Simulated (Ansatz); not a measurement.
System: CH4Cl, charge 0, doublet.
HTBH set geometry:
```xyz
6

C      0.2441     0.5999     1.7024
H     -0.6756     0.2785     2.1731
H      0.3519     1.6638     1.5376
H      1.1407     0.0657     1.9877
H      0.0569     0.1400     0.3972
Cl    -0.1375    -0.3381    -0.9594
```
Charge 0, spin multiplicity 2.

Total energies in aug-cc-pV(D+d)Z, 15 correlated electrons, 6 frozen orbitals. Open shells are spin-unrestricted; no spin-orbit coupling. Cores are frozen in correlated methods. No relativity. The UHF reference of CH4Cl (saddle point or complex, doublet) is spin-contaminated (<S^2> up to 0.04 over the pure value in the sets run).

```json
[
 {"method": "HF", "program": "Ansatz", "energy (Eh)": "-499.64156", "minus CCSDT(Q) (mEh)": "361.21"},
 {"method": "MP2", "program": "Ansatz", "energy (Eh)": "-499.95164", "minus CCSDT(Q) (mEh)": "51.14"},
 {"method": "CCSD", "program": "Ansatz", "energy (Eh)": "-499.99111", "minus CCSDT(Q) (mEh)": "11.67"},
 {"method": "CCSD(T)", "program": "Ansatz", "energy (Eh)": "-500.00108", "minus CCSDT(Q) (mEh)": "1.70"},
 {"method": "CCSDT(Q)", "program": "Ansatz", "energy (Eh)": "-500.00278", "minus CCSDT(Q) (mEh)": "0.00"}
]
```

Rough core times of Ansatz's runs on a shared machine: CCSD(T) under 20 s, CCSDT(Q) 9 min.

Ansatz is an electronic-structure program.
